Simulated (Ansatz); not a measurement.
Saddle point of SiNH₈F, closed shell (SiH₄ + NH₃ + HF → SiH₃F ([F][SiH3]) + NH₃ + H₂; bonds formed: Si1–F7, H2–H8, H6–N9; bonds broken: Si1–H2, H6–F7, H8–N9), PBE0-D4/def2-TZVP structure:

Si1  (-0.650, 0.876, -1.107)
H2  (-0.214, -0.690, -0.780)
H3  (-0.906, 0.264, -2.475)
H4  (0.672, 1.535, -1.319)
H5  (-1.807, 1.832, -1.145)
H6  (0.341, -0.115, 1.613)
F7  (-0.719, 0.983, 0.631)
H8  (0.332, -0.942, 0.184)
N9  (0.761, -0.994, 1.283)
H10  (1.774, -0.958, 1.310)
H11  (0.416, -1.791, 1.806)
(Å)

Energies are electronic, without zero-point energy. Barriers and step energies count from the start structure reached by relaxing down the imaginary mode; all methods use the PBE0-D4 structures, on which another method's saddle can fall below an end. Program: Ansatz 0.2.0. Basis: def2-TZVPP, with def2-QZVPP for the basis limit. Cores are frozen in the correlated methods. B3LYP uses VWN-RPA correlation. Extrapolation: Hartree–Fock as exp(−7.88 √X), correlation as X^−2.97.

```
      method  barrier (eV)  step energy (eV)
       SPW92         0.591            -0.296
      PBE-D4         0.945            -0.461
     BLYP-D4         1.079            -0.598
   r2SCAN-D4         0.958            -0.603
      B97M-V         0.947            -0.658
     PBE0-D4         1.062            -0.488
    B3LYP-D4         1.152            -0.602
  r2SCAN0-D4         1.064            -0.594
    BHLYP-D4         1.271            -0.651
CAM-B3LYP-D4         1.161            -0.590
     wB97X-V         1.196            -0.603
     wB97M-V         1.159            -0.635
      B2PLYP             ?            -0.619
    PBE-QIDH             ?            -0.563
  RPA on PBE         1.338            -0.634
          HF             ?            -0.753
         MP2         1.263            -0.659
        CCSD         1.370            -0.625
     CCSD(T)         1.300            -0.615
```

(1) Fill in the withheld barriers. (Judge from chemistry; the value comes from the calculation.)

The T1 diagnostic stays at or below 0.012.

Answers

(1) By the calculation: B2PLYP 1.227; PBE-QIDH 1.175; HF 1.724 eV. Each is the energy of the saddle less that of the start structure, by the same method.

For comparison, the barrier by CCSD(T) at an estimated basis limit (MP2 extrapolated from triple and quadruple zeta, plus CCSD(T) − MP2 in triple zeta) is 1.254 eV.

Labels in which every atom is bracketed show which atoms are joined, not bond orders.

For scale, one of the runs: CCSD(T)/def2-TZVPP, 216 basis functions, launched by `ansatz run in.yaml --threads 4 --pin off --events-out ev --progress --plain --max-ram 9574MiB`. Time: 17 s of wall clock on 4 CPU threads of an Intel Xeon 6975P-C; the host was shared. Peak host memory: 3.5 GiB.
